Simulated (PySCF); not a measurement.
Question: What does the PBE0-D3(BJ)/def2-SVP structure of `c1c[p-]cp1` look like in three dimensions? (Charge -1.)

Answer: 
```
atom  x, y, z in Å
C1    -0.8156    0.7224    0.3173
C2    -0.9934   -0.5190   -0.2827
P3     0.4577   -1.4500   -0.6407
C4     1.5391   -0.2382   -0.0043
P5     0.8405    1.2205    0.6494
H6    -1.6674    1.3663    0.5747
H7    -1.9929   -0.9057   -0.5228
H8     2.6254   -0.3894   -0.0130
```

Orientation and origin are arbitrary. Atoms count from 1 in this order. The 5-membered ring C1–C2–P3–C4–P5 has internal angles of 94.0° to 118.0° (sum 540°, against 540° for a flat polygon); it is planar, 0.00 Å rms from its mean plane, widest ring torsion 0°. The 5 heavy atoms lie in one plane (0.000 Å rms). C1 (aromatic CH carbon) is planar (angles 121.7°, 121.3° and 117.0°, sum 360.0°, 0.00 Å off the plane of its three neighbours). C4 (aromatic CH carbon) is planar (angles 121.0°, 121.0° and 118.0°, sum 360.0°, 0.00 Å off the plane of its three neighbours).

Bonds between heavy atoms (Å): C1–C2 1.390, C2–P3 1.761, P3–C4 1.744, C4–P5 1.744, C1–P5 1.761.

Computed, not measured: PBE0-D3(BJ)/def2-SVP geometry optimisation, gas phase in PySCF.

Point group: C2v (tolerance 0.08 Å). PBE0-D3(BJ)/def2-SVP frequencies: not computed here. The geometry's basis has no diffuse functions, a weakness for an anion.

The run took 11 s of wall time on one thread of an Arm Neoverse V2, on a shared host, and the process peaked at 0.50 GiB of memory. This is the geometry optimisation.
